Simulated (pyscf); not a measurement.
A first-order saddle from PySCF, ωB97X-D3(BJ)/def2-SVP:

```xyz
7

B     -1.2686    -0.0976     0.0470
F     -0.9699    -0.4270     1.3299
H     -1.0808    -1.2189    -0.7547
H     -2.3505     0.3649    -0.2197
O     -0.0780     0.6539    -0.6332
H     -0.3488    -0.5149    -0.9788
H      0.6806     0.6030    -0.0326
```

Surface: singlet, charge 0. Lowest wavenumbers (cm⁻¹): 1463i, 388, 471, 829, 880.

Question: Name the species on either side of this saddle.

Answer: H₂B–F + water (H₂O) <-> HO–BH–F + hydrogen (H₂), a four-centre exchange read from left to right: B–H, H–O broken and B–O, H–H formed. At ωB97M-D3(BJ)/def2-TZVP it lies +13.9 kcal/mol from the left side and +47.4 kcal/mol from the right (each side as separated species at their lowest minima found). On the reactant side the descent ends in an adduct with a B–O contact, 10.7 kcal/mol under the separated species and 25.3 kcal/mol under the saddle at ωB97X-D3(BJ)/def2-TZVP. What is counted as formed (B–O) is already present as a longer contact in the reactant adduct; forming that adduct is a step of its own. At the saddle there is also a short B–H contact that neither side keeps. This is the saddle that the search found; another between the same sides may lie lower.
